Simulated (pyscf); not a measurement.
PySCF, gas phase, ωB97X-D3(BJ)/def2-SVP geometries.

### Question
What is the homolytic dissociation enthalpy (298 K, ωB97M-D3(BJ)/def2-TZVP) of the Hf–N bond of `[NH2][Hf]([OH])([OH])[F]`, to NH₂• + [HO–Hf(OH)–F]•?

### Answer
Hf–N to NH₂• + [HO–Hf(OH)–F]•: 102.2 kcal/mol. The 7 functionals that were run give +97.2 (r²SCAN) to +106.4 kcal/mol (ωB97X-D3(BJ)). The radicals are drawn with the spin at the cut bond; how far it spreads was not checked. Other isomers of [HO–Hf(OH)–F]• were not searched in full and may lie lower. Open-shell species with a d-block atom are single-reference here; other states, and whether the spin sits on metal or ligand, were not checked. Elements past Kr carry the def2 core potentials, without spin-orbit coupling.
